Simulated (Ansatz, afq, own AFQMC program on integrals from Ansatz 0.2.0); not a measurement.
# Ga, doublet → Ga⁻, singlet

A free Ga atom.

E(singlet, charge -1) − E(doublet, charge +0) at this geometry, on UHF and RHF determinants.

Basis aug-cc-pVDZ. Noble-gas cores (and the filled d shells of Ga–Kr and In–Xe) are frozen. AFQMC by an in-house program on the Cholesky factors that Ansatz 0.2.0 writes for its CCSD(T) run. ph-AFQMC/CISD is guided by a CISD state made of CCSD amplitudes; releasing the constraint for a short imaginary time cuts its bias at the price of noise, slowly where states lie close. Error bars are statistical, one sigma. No spin–orbit coupling. The errors of all members are added in quadrature.

Full CI on the same integrals is exact in this basis and with this determinant's frozen core.

Errors are counted within aug-cc-pVDZ, not against nature.

Cautions: inner d shell frozen; no relativity below Rb; no spin-orbit coupling; Ga⁻ (singlet): another spin lies lower, at this level and basis the anion state lies above a neutral one, restricted determinant unstable towards unrestricted (UHF 696 meV lower, ⟨S²⟩ 1.03), the released energies are still falling, so no released level is given (meV from the phaseless value at times in 1/Eh: -1.5 ± 2.1 at 0.24, -2.3 ± 1.7 at 0.51, -4.9 ± 1.7 at 0.99, -7.4 ± 1.5 at 1.62, -8.6 ± 1.4 at 2.40), the ph-AFQMC/CISD walk drifts between its halves (2.7 errors), the determinant fills the p orbitals unequally in pairs, so it mixes two states of the atom (¹D and ¹S), and each level undoes that mixture to a different degree, while full CI gives the lower state, CCSDT(Q) on the UHF determinant differs (428 meV lower), perhaps since the unrestricted series falls towards higher spin, its ph-AFQMC/CISD value lies 77.0 ± 2.3 meV above full CI; at this level and basis the anion state lies above a neutral one.

Reference (full CI): 0.121 eV.

```
        level  vertical energy of electron attachment (eV)  error against FCI (eV)
           HF                                        0.957                   0.836
          MP2                                        0.423                   0.302
         CCSD                                        0.243                   0.123
      CCSD(T)                                        0.189                   0.068
  ph-AFQMC/HF                                0.225 ± 0.022           0.104 ± 0.022
ph-AFQMC/CISD                                0.195 ± 0.002           0.075 ± 0.002
```

Correlation beyond CCSD(T) takes off 0.068 eV. The perturbative (T) step is worth −0.055 eV. Where a determinant mixes two states, these steps and errors hold in part the undoing of that mixture, and only full CI is sure.
